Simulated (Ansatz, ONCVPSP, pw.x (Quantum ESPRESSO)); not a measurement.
**tungsten: one change to the ONCV potential, in the atom and in the bcc crystal**

```
Element                 : W
Generator               : ONCVPSP 4.0.1.1 (patched build)
Type                    : optimised norm-conserving Vanderbilt (ONCV)
Functional              : PBEsol
Relativity              : scalar-relativistic
Frozen core             : [Kr] 4d10 4f14
Valence charge          : 14
Reference configuration : 5s2 5p6 5d4 6s2
Partial waves           : 5s+6s: rc 1.90 bohr, ncon 4, nbas 8, qcut 5.1 1/bohr, 2 projectors; 5p: rc 2.05 bohr, ncon 4, nbas 7, qcut 6.3 1/bohr, 2 projectors, debl 3.6 Ha; 5d: rc 1.90 bohr, ncon 3, nbas 8, qcut 7.4 1/bohr, local
Local potential         : the d channel
Core correction         : none
```

Change: d: rc 1.24.

Cutoffs, loose and tight: the cutoffs (Ha) at which the residual kinetic energy of the hardest occupied pseudo-wave falls to 1 and 0.1 mHa per electron. They do not see the model core or the augmentation charge, which bear on the density cutoff. Test errors are all-electron minus pseudo excitation energies from the reference, over the configurations 5s2 5p6 5d4 6s1; 5s2 5p6 5d4 6s0; 5s2 5p6 5d3 6s0; 5s2 5p6 5d4 6s0 6p1; variants that change the core or the reference have their own tests.

Crystal test: bcc W in pw.x 7.5, no spin, 15³ k-points, Fermi–Dirac smearing 0.01 Ry, cutoffs set for each file from its atomic test. The reference is all-electron LAPW (Ansatz 0.2.0) with the same functional, mesh and smearing; V0 and B0 come from Birch–Murnaghan fits to the pressures at five volumes. Errors are pseudo minus all-electron; Δ is the rms difference of the E(V) curves that follow from these fits, minima aligned, over ±6 % about the mean V0. Mesh and smearing are coarse, so the numbers serve the comparison and aren't converged zero-temperature values; the lattice is a test structure that the element need not adopt.

All-electron: a0 = 3.155 Å (V0 = 15.70 Å³/atom), B0 = 321.1 GPa.

Q: Does the change bring the crystal closer to the all-electron result?

A: The mean pressure error goes from -4.07 to -3.58 GPa, so the change moves the solid closer to the all-electron pressures.

| quantity | base | changed |
| --- | --- | --- |
| outcome (atom) | generated | generated |
| cutoff, loose (atom) | 15 Ha | 14 Ha |
| cutoff, tight (atom) | 21 Ha | 21 Ha |
| bound ghosts (atom) | none | none |
| largest test error (meV) (atom) | +18 | -16 |
| cutoffs in pw.x (Ry) | 50/200 | 50/200 |
| a0 (Å) | 3.141 | 3.143 |
| a0 error (%) | -0.42 | -0.37 |
| B0 error (%) | +0.9 | +0.7 |
| Δ (meV/atom) | 14.0 | 12.3 |
| mean pressure error (GPa) | -4.07 | -3.58 |
